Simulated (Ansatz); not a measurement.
We consider RbO2F2I (Pca2₁, No. 29; cell taken from a computed entry), described by PBEsol (PAW; Ansatz, a program for electronic structure).

Settings: plane-wave cutoff 520 eV, 4×6×4 k mesh (along the axes of the cell as run), Fermi–Dirac smearing 0.01 eV, scalar-relativistic PAW data made under PBE.

Cell (relaxed with PBEsol):

RbF$_{2}$IO$_{2}$ is taken in the orthorhombic space group Pca2₁ (No. 29), Pearson symbol oP24. Lattice parameters: a = 8.443 Å, b = 6.204 Å, c = 8.529 Å, α = β = γ = 90.00°. Rb on 4a has 5 F at 2.808–3.024 Å and 1 F at 3.598 Å and 3 O at 2.912–3.003 Å (no clear gap to further neighbours). I on 4a is coordinated by 2 O at 1.799–1.804 Å and 2 F at 2.023–2.055 Å. O1 on 4a sees 1 I at 1.804 Å and 2 Rb at 2.996–3.003 Å (trigonal pyramidal). O2 on 4a has 1 I at 1.799 Å and 1 Rb at 2.912 Å (bent). F1 on 4a sees 1 I at 2.023 Å and 1 Rb at 2.877 Å and 1 Rb at 3.024 Å and 1 Rb at 3.598 Å. F2 on 4a is surrounded by 1 I at 2.055 Å and 1 Rb at 2.808 Å and 2 Rb at 3.001–3.009 Å. (Neighbours: up to the widest gap in distance over summed covalent radii, below 1.35, at either atom; cation-cation and far metal-metal contacts left out.)

**Question.** Estimate the band gap, smallest direct gap on the k points sampled and direct gap at Γ that the calculation returns.

**Answer.** 
* **band gap**: 4.01 eV
* **smallest direct gap on the k points sampled**: 4.03 eV
* **direct gap at Γ**: 4.14 eV

Note: this cell isn't known to be the ambient phase, and symmetry holds it in the calculation.

Spin–orbit coupling is not included.

Static lattice: no zero-point or thermal effects.

Computing time: roughly 40 core-minutes.
